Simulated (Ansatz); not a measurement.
SiH2MeCl (CH₅ClSi). Charge 0, multiplicity 3. Geometry r2SCAN-D4/def2-TZVP, that of the neutral singlet; atoms count from 1.

```xyz
8

Si    0.297   -0.450   -0.662
H    -0.330   -1.786   -0.807
H     1.772   -0.595   -0.675
C    -0.288    0.412    0.875
H    -0.025   -0.177    1.759
H    -1.373    0.540    0.862
H     0.173    1.397    0.971
Cl   -0.227    0.659   -2.323
```

At PBE0-D4/def2-TZVP a singlet of charge 0 lies 7.29 eV below the triplet at the same geometry.

(1) Estimate the Mulliken populations from the PBE0/def2-TZVP orbitals of Ansatz.

(2) Where does the spin sit?

(3) And the Mayer bond orders between bonded heavy atoms (over 0.3)?

## Answers

(1) 
```tsv
atom	charge (e)	spin (α − β)
Si1	-0.30	1.11
H2	0.11	0.18
H3	0.11	0.18
C4	-0.42	-0.10
H5	0.15	0.02
H6	0.14	0.01
H7	0.14	0.01
Cl8	0.07	0.58
```
Mulliken values and Mayer orders depend strongly on the basis.

(2) Summed by element: Si 1.11, H 0.40, C -0.10, Cl 0.58, of 2 unpaired in all. Largest on single atoms: Si1 1.11, Cl8 0.58, H3 0.18.

(3) Si1–C4 0.92 (1.86 Å); Si1–Cl8 0.88 (2.06 Å).
